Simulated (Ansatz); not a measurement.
## SiP⁺, triplet: the ladder up to full CI

Geometry: a point of a stretch scan, not a stationary point.

```xyz
2

Si    0.0000    0.0000    0.0000
P     0.0000    0.0000    4.7930
```

Basis 6-31G; Ansatz 0.2.0. Only valence electrons are correlated (noble-gas cores frozen), which leaves 8 electrons in 16 orbitals. Prefix R: restricted or restricted open-shell reference; prefix U: unrestricted. Active spaces: pair = (4e, 4o) about the gap; valence = (8e, 8o) chosen from the atoms' valence shells.

Full CI is exact within this basis and frozen core; it isn't the basis-set limit. The frozen core follows each run's orbitals, which can shift R against U totals by a few meV.

Unrestricted rows (U) aren't spin-pure: their determinants' ⟨S²⟩ exceeds S(S+1) by up to 1.00, so they mix in states of higher spin.

The R cluster runs have T1 = 0.380 on a determinant 0.54 eV above the lowest RHF solution, too large to trust, so RMP2, RCCSD, RCCSD(T), RCCSDT(Q), RCCSDT aren't compared. BCCD(T) turns its orbitals far from the restricted determinant (T1 = 0.403 for the singles of that rotation), so its spin and state can't be checked, and it isn't compared.

* UHF ⟨S²⟩: 3.000
* T1 diagnostic (RCCSD): 0.3803
* largest doubles amplitude (RCCSD): 0.134
* T1 diagnostic (UCCSD): 0.0083

| level | E − E(full CI) (kJ/mol) | wall time |
| --- | --- | --- |
| RHF† | 346.1 | – |
| UHF | 122.9 | – |
| RMP2† | 211.0 | – |
| UMP2 | 45.3 | – |
| RCCSD*† | 4.0 | – |
| UCCSD | 0.3 | – |
| RCCSD(T)*† | 2.3 | 3.9 s |
| UCCSD(T) | -0.2 | 2.5 s |
| BCCD(T)*† | 1.3 | 4.1 s |
| RCCSDT*† | 1.3 | – |
| UCCSDT* | -0.5 | – |
| RCCSDT(Q)*† | -1.2 | 10 s |
| UCCSDT(Q)* | -0.6 | 8.5 s |
| RCCSDTQ*† | 0.6 | 56 s |
| UCCSDTQ | -0.2 | 59 s |
| CASSCF (pair space) | 123.3 | – |
| NEVPT2 (pair space) | 47.3 | 2.6 s |
| MRCISD (pair space) | 3.2 | – |
| MRCISD+Q (pair space) | -3.0 | 3 s |
| CASSCF (valence space) | 52.0 | – |
| NEVPT2 (valence space) | 19.2 | 3.3 s |
| MRCISD (valence space) | 0.8 | – |
| MRCISD+Q (valence space) | 0.1 | 3.9 s |

An asterisk marks runs whose energy the program itself flagged as in doubt. A dagger marks rows that describe another state than the reference (another or a broken symmetry, a higher spin or other natural occupations), so the difference holds a gap between states beside the method's error.

Run but not shown, since their state, orbitals or frozen core can't be matched to the reference's or they repeat it: CISD, CISDTQ.

Times hold each run's SCF and search for its determinant on a shared host, so for small cases they say little of a method's own cost; they ran on 1 thread of Arm Neoverse V2.

More than 5 meV below full CI, which no variational method can be: UCCSDT, UCCSDT(Q), MRCISD+Q (pair space).

The restricted determinant belongs to another symmetry than the lowest state (B2); the lowest full-CI state of the determinant's symmetry (A2) lies 0.006 eV higher, and methods that keep that symmetry describe that state.

The full-CI state has the irrep B2 of C2v, in the program's axes (one component, if the state is degenerate).

Natural occupations of full CI about the gap: 1.986 1.924 1.019 0.997 0.997 0.977 0.036 0.036 0.007 0.005; effectively unpaired electrons, Σ n²(2−n)², 4.03. No single determinant describes this state well, so single-reference rows can miss without a flag.
